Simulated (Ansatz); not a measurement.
**SiNH+ (quartet): wave-function methods side by side, cc-pVTZ**

Aim: climb from Hartree-Fock through coupled cluster and multireference methods for SiNH+ (quartet) at one geometry and basis, and see what each rung misses.

Program: Ansatz 0.2.0, Gaussian basis. Level of theory: cc-pVTZ, core rule «outside noble gas», up to 6 orbitals frozen. These are calculated values, not measurements.

To be run: UHF; CCSD(T) on ROHF; CCSD(T) on UHF; BCCD(T) on ROHF; CCSDT(Q) on ROHF; CCSDT(Q) on UHF; CASSCF and MRCISD+Q, 9 electrons in 9 orbitals; CASSCF and NEVPT4(SD), 9 electrons in 9 orbitals; CASSCF and NEVPT2, 9 electrons in 9 orbitals.

8 further runs of the same task are left out: 2 for a known fault of the program, 6 set aside as unsound or not needed.

## 1. The geometry

The geometry is a PBE0/def2-TZVP stationary point (not a proven minimum) of the parent state, kept for this charge and spin.

3 atoms, charge 1, spin multiplicity 4.

Atoms are counted from 1 here; the program's logs count them from 0.

Bond lengths: Si1–N2 1.651 Å, Si1–H3 1.520 Å. Angles: N2–Si1–H3 110.7°.

## 2. UHF

Contents of in.yaml:

```yaml
crystal:
  periodic: [false, false, false]
  atoms:
    - {symbol: Si, position_ang: [0.000000, -0.096456, 0.516159]}
    - {symbol: N, position_ang: [0.000000, 0.103488, -1.122923]}
    - {symbol: H, position_ang: [0.000000, 1.249554, 1.222147]}
basis:
  gaussian: {orbitals: cc-pVTZ}
total_charge: 1
magnetization: {spin_polarized: true, initial_magnetization: 3}
hamiltonian: {xc: hf}
output: {orbitals: {seedname: orbitals}}
```

Started as:

```sh
ansatz run in.yaml --threads 1 --pin off --events-out ev --progress --plain --max-ram 4096MiB --backend cpu
```

The runs that follow: CCSD(T) on ROHF; CCSD(T) on UHF; BCCD(T) on ROHF; CCSDT(Q) on ROHF; CCSDT(Q) on UHF; CASSCF and MRCISD+Q, 9 electrons in 9 orbitals; CASSCF and NEVPT4(SD), 9 electrons in 9 orbitals; CASSCF and NEVPT2, 9 electrons in 9 orbitals.

Before running them: what should the planned runs give, taken together? Wanted: UCCSDT(Q) below the RHF energy; RMP2 from UCCSDT(Q); UMP2 from UCCSDT(Q); RCCSD from UCCSDT(Q); RCCSD(T) from UCCSDT(Q); UCCSD(T) from UCCSDT(Q); RCCSDT(Q) from UCCSDT(Q); NEVPT2 valence from UCCSDT(Q); NEVPT4(SD) valence from UCCSDT(Q).

The runs gave:

| quantity | value |
| --- | --- |
| UCCSDT(Q) below the RHF energy | -6.4783 eV |
| RMP2 from UCCSDT(Q) | +25.81 kcal/mol |
| UMP2 from UCCSDT(Q) | +25.95 kcal/mol |
| RCCSD from UCCSDT(Q) | +6.40 kcal/mol |
| RCCSD(T) from UCCSDT(Q) | +1.21 kcal/mol |
| UCCSD(T) from UCCSDT(Q) | +1.15 kcal/mol |
| RCCSDT(Q) from UCCSDT(Q) | +0.12 kcal/mol |
| NEVPT2 valence from UCCSDT(Q) | +23.05 kcal/mol |
| NEVPT4(SD) valence from UCCSDT(Q) | +3.47 kcal/mol |
| MRCISD+Q valence from UCCSDT(Q) | +1.38 kcal/mol |
| levels within 1 kcal/mol (43 meV) | RCCSDT, UCCSDT, RCCSDT(Q) |
| T1 diagnostic | 0.040 |
| effectively unpaired electrons | 3.01 |

**Reading.** RCCSD(T) lands +1.21 kcal/mol from the yardstick (0.8 % of the correlation energy). The occupations are near whole numbers, but T1 = 0.040 shows that the orbitals relax strongly. Of the multireference levels listed MRCISD+Q valence comes nearest in total energy (+1.38 kcal/mol), which doesn't show that its space is the better one. These misses are within one basis, not against nature; the frozen cores of restricted and unrestricted runs differ, which can shift their rows.
